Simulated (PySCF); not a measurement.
Compound: 1,1,1,2-tetrafluoroethane, C₂H₂F₄.
SMILES with atom numbers: `[F:1][CH2:2][C:3]([F:4])([F:5])[F:6]` (hydrogens: H7, H8 on C2)

All values: wB97X-D/pcSseg-2 (PySCF, non-relativistic), on one gas-phase PBE0-D3(BJ)/def2-TZVP geometry that isn't relaxed in the solvent. The solvent is an IEF-PCM continuum (Bondi radii, 1.10 Å for H, scaled by 1.2). Only the electrostatic response of the medium enters.

Gas phase at wB97X-D/pcSseg-2: HOMO -12.50 eV, LUMO 2.44 eV, dipole 2.05 D.

What does the continuum do to the energy, the frontier levels and the dipole at wB97X-D/pcSseg-2 in chloroform?

```tsv
solvent	ε	E(solvent) − E(gas) (kJ/mol)	polarisation term (kJ/mol)	distortion of the solute (kJ/mol)	HOMO (eV)	LUMO (eV)	dipole (D)
chloroform	4.711	-11.31	-12.53	1.22	-12.35	2.82	2.39
```

The polarisation term is half the interaction of the solute with the surface charges that it induces; the rest is the cost of distorting the solute's density. The sum is the electrostatic part of solvation alone.

Which radius a makes the point-dipole formula ΔE = −[(ε − 1)/(2ε + 1)]·μ²/a³ give the value in chloroform, with the gas-phase dipole?

μ = 0.807 au and |ΔE| = 0.00431 Eh give a = 2.00 Å; the farthest nucleus lies 1.78 Å from the centroid of the nuclei. The formula assumes a rigid point dipole at the centre of a sphere.

Time: 18 s wall; peak memory 1.2 GiB. Hardware: an Intel Xeon 6975P-C with one thread, shared host. This is the whole shielding run at wB97X-D/pcSseg-2 in chloroform, SCF included.

Conformer computed: `[F:1][CH2:2][C:3]([F:4])([F:5])[F:6]`: F1–C2–C3–F4 61°.

The pairwise dispersion term of wB97X-D wasn't added to the energies; at a given geometry it leaves orbitals and properties as they are.
